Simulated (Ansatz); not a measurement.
Ideal-gas functions of BClH2S, SMILES `SBCl` at 500 K and 1 bar, from an Ansatz frequency run at PBE0-D4/def2-TZVP.

Molar mass 80.35 g/mol, point group Cs (symmetry number 1), electronic degeneracy 1, moments of inertia 12.187, 160.318, 172.505 u Å². Harmonic wavenumbers (cm⁻¹, unscaled): 254, 439, 686, 782, 878, 904, 1098, 2681, 2713.

Use S(trans) = R[1.5 ln M + 2.5 ln T − 1.1517]; rotational temperatures θ = 24.2544 K / I; S(rot) = R[ln(√π/σ · √(T³/θAθBθC)) + 1.5]; for each mode x = 1.438777 ν̃/T, S = R[x/(eˣ − 1) − ln(1 − e⁻ˣ)] and H = RT x/(eˣ − 1); 1 cm⁻¹ = 0.0119627 kJ/mol; R = 8.31446 J/(mol·K).

Problem. By hand: the entropy, in J/(mol·K).

Solution. Translation 174.3. Rotation: θ = 1.9902, 0.1513, 0.1406 K, giving 107.9. Vibration, mode by mode: 11.10, 6.90, 3.89, 3.13, 2.52, 2.37, 1.53, 0.03, 0.03, in all 31.5. Electronic 0.0. Sum 313.7 J/(mol·K).

Problem. By hand: H − E and G − E in kJ/mol, counted from the electronic energy.

Solution. Zero-point energy ½ × 10435 × 0.0119627 = 62.4; thermal vibration 9.7; translation, rotation and pV give 4 RT = 16.6. H − E = 88.7 kJ/mol, and G − E = 88.7 − 500 × 313.7/1000 = -68.2 kJ/mol.

Vibration gives 10 % of the entropy. The sum counts one conformer and one mirror image; others add a mixing term.
